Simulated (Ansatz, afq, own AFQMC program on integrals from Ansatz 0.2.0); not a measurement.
**AlBCl, doublet in cc-pVDZ, levels against CCSDT(Q)**

```xyz
3

B     0.0000    0.6517   -2.2643
Al    0.0000   -0.5342   -0.7315
Cl    0.0000    0.2079    1.2472
```

Connectivity, by distances: B–Al–Cl.

Basis cc-pVDZ. Noble-gas cores (and the filled d shells of Ga–Kr and In–Xe) are frozen. Integrals, coupled cluster, full CI and functionals: Ansatz 0.2.0; the random walks run on the same integrals in our own AFQMC program. ph-AFQMC/CISD is guided by a CISD state made of CCSD amplitudes; releasing the constraint for a short imaginary time cuts its bias at the price of noise, slowly where states lie close. Error bars are statistical, one sigma.

Determinant: ROHF, the one that the program's search chose, which needn't be the lowest solution. The geometry is a point of a scan.

No full CI on the walks' own integrals is used here; CCSDT(Q) serves as the reference and is uncertain by about the last step of the cluster series.

Cautions: higher spins were not checked; a spin-contaminated unrestricted determinant lies lower (UHF 1.20 eV lower, ⟨S²⟩ 1.65); the search met a lower determinant of the same kind, perhaps of another symmetry (52 meV lower), and this one is a saddle point.

- T1 diagnostic: 0.0377
- weight of the determinant in the CISD state: 0.777
- size of the correlated space: 13 electrons in 39 orbitals

Reference: CCSDT(Q), correlation energy -8.335 eV. The released energy is read at 1.62 1/Eh, later times being too noisy (meV from the phaseless value at times in 1/Eh: 21 ± 20 at 0.24, -9 ± 24 at 0.51, -34 ± 19 at 0.99, -22 ± 31 at 1.62, -52 ± 33 at 2.40).

| level | E − E(reference) (kJ/mol) | share of correlation (%) |
| --- | --- | --- |
| HF | 804.2 | 0.00 |
| MP2 | 150.7 | 81.26 |
| CCSD | 39.7 | 95.07 |
| CCSD(T) | 8.1 | 98.99 |
| CCSDT | 2.8 | 99.65 |
| ph-AFQMC/HF | 28.5 ± 4.9 | 96.46 |
| ph-AFQMC/CISD | 7.2 ± 1.5 | 99.10 |
| released AFQMC | 5.1 ± 3.0 | 99.36 |

A walk keeps the symmetry of its determinant, which the program's search chose and which needn't be the lowest solution, so a lower state of the same spin and another symmetry isn't excluded. Released energies are given only where the last usable release times agree within the noise; a slower fall can still hide under it.
